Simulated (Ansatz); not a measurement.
For wurtzite AlN, PBE-D4 in Ansatz (PAW) gives:

* **lattice parameter a**: 3.107 Å
* **lattice parameter c**: 4.975 Å

Problem. What does HSE06 in Ansatz (PAW) give for the same quantities?

Solution. 
- lattice constant a: 3.105 Å (is nearly the same)
- lattice parameter c: 4.969 Å (falls by 0.1 %)

For comparison: lattice constant a 3.111 Å (measured, low temperature, extrapolated to low temperature; as tabulated in arXiv:1206.3780); lattice parameter c 4.979 Å (measured, low temperature, extrapolated to low temperature; as tabulated in arXiv:1206.3780).

Changes are worked out from the printed values.

Unless a cell is named, each level is at its own relaxed cell (PBE-D4 10.40, HSE06 10.37 Å³/atom).

Ansatz's density-functional and Hartree–Fock values are scalar-relativistic unless marked +SOC, with PAW data made under PBE.

Ansatz is a quantum-chemistry and plane-wave program.
